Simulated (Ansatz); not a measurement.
# Worked example: Mg(CH3)F + SiH2(NH2)(SiH3) → Mg(CH3)(NH2) + SiH2(SiH3)F

Gas-phase species: Mg(CH3)F, singlet; SiH2(NH2)(SiH3), singlet; Mg(CH3)(NH2), singlet; SiH2(SiH3)F, singlet. The partners trade F for NH2: Mg–F and Si–NH2 bonds give way to Mg–NH2 and Si–F.

Shapes, held fixed at every level: PBE0-D4/def2-TZVP. Flexible molecules stand in one conformer, not always the lowest. Programs: Ansatz 0.2.0. Electronic energies: no zero-point or thermal term.

At CCSD(T)/def2-TZVPP; 1 Eh = 2625.50 kJ/mol:

| species | energy (Eh) |
| --- | --- |
| Mg(CH3)F | -339.456721 |
| SiH2(NH2)(SiH3) | -636.998803 |
| Mg(CH3)(NH2) | -295.540771 |
| SiH2(SiH3)F | -680.898264 |

Work out ΔE of the reaction at this level.


1. Products less reactants: (-295.540771) + (-680.898264) − [(-339.456721) + (-636.998803)] = 0.016489 Eh = +43.3 kJ/mol.

Other levels give +42.9 (CCSD/def2-TZVPP) to +64.4 kJ/mol (CCSD(T)/def2-SVP). No measured value is set beside it here. Outer-core shells of Mg are correlated, in sets that cover them unevenly. Sets without diffuse functions underbind ionic bonds of s-block metals.
